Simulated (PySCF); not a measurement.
Molecule: SMILES C=CS(C)(=O)=O, C$_{3}$H$_{6}$O$_{2}$S.

Geometry (Å), atoms numbered from 1 in this order:
```xyz
12

C     1.978   -0.079    0.753
C     1.090    0.191   -0.198
S    -0.551    0.698    0.260
C    -1.588   -0.631   -0.325
O    -0.636    0.711    1.719
O    -0.867    1.885   -0.527
H     3.014   -0.329    0.512
H     1.676   -0.037    1.805
H     1.296    0.204   -1.272
H    -1.472   -0.734   -1.411
H    -1.326   -1.555    0.206
H    -2.614   -0.322   -0.081
```

Geometry PBE0-D3(BJ)/def2-SVP throughout; GIAO in PySCF 2.14, gas phase, one conformer, non-relativistic; equivalent atoms averaged; functional PBE0.

For orientation, 6-31G gives these absolute shieldings σ: C2 61.8, C1 72.2, C4 154.8, S3 317.1, O5/O6 157.8, H9 26.07, H8 25.46, H7 26.03, H10/H11/H12 30.17 ppm.

A run gave: C2 61.1, C1 68.2, C4 153.9, S3 269.8, O5/O6 154.2, H9 25.67, H8 25.44, H7 25.93, H10/H11/H12 29.79 ppm (absolute shieldings σ).

Which basis set was used in that run?
A. pcSseg-2
B. aug-cc-pVDZ
C. 6-31G*
D. cc-pVDZ

Results:

C. H10/H11/H12 tells them apart best: 6-31G* gives 29.79, cc-pVDZ gives 28.90, pcSseg-2 gives 28.75, aug-cc-pVDZ gives 28.72 ppm.
